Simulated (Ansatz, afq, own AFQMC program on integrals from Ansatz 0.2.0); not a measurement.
# BHO, singlet in cc-pVDZ, levels against CCSDT(Q)

| atom | x (Å) | y (Å) | z (Å) |
| --- | --- | --- | --- |
| B | 0.0000 | 0.0000 | 0.0084 |
| O | 0.0000 | 0.0000 | -1.1895 |
| H | 0.0000 | 0.0000 | 1.1811 |

Connectivity, by distances: BH–O.

Basis cc-pVDZ. Noble-gas cores (and the filled d shells of Ga–Kr and In–Xe) are frozen. Integrals, coupled cluster, full CI and functionals: Ansatz 0.2.0; the random walks run on the same integrals in our own AFQMC program. The CISD trial takes its coefficients from CCSD amplitudes. Released means that phaseless walkers are propagated on without the constraint, phases kept. Uncertainties: one standard error, sampling alone.

Determinant: RHF, the one that the program's search chose, which needn't be the lowest solution. The geometry is a point of a scan.

No full CI on the walks' own integrals is used here; CCSDT(Q) serves as the reference and is uncertain by about the last step of the cluster series.

Cautions: higher spins were not checked; raised T1 diagnostic (T1 0.022, weight of the determinant 0.90, largest double 0.06); the released energies are still falling, so no released level is given (meV from the phaseless value at times in 1/Eh: 14 ± 10 at 0.24, 0 ± 12 at 0.51, 14 ± 11 at 0.99, 3 ± 17 at 1.62, -55 ± 21 at 2.40).

The T1 diagnostic is 0.0219. The weight of the determinant in the CISD state is 0.902 and the size of the correlated space is 10 electrons in 31 orbitals.

Reference: CCSDT(Q), correlation energy -7.776 eV.

```
        level  E − E(reference) (kJ/mol)  share of correlation (%)
           HF                      750.3                      0.00
          MP2                       47.8                     93.63
         CCSD                       27.8                     96.30
      CCSD(T)                        4.1                     99.45
        CCSDT                        2.7                     99.64
  ph-AFQMC/HF                -19.6 ± 5.9                    102.61
ph-AFQMC/CISD                  0.8 ± 1.4                     99.89
```

A walk keeps the symmetry of its determinant, which the program's search chose and which needn't be the lowest solution, so a lower state of the same spin and another symmetry isn't excluded.
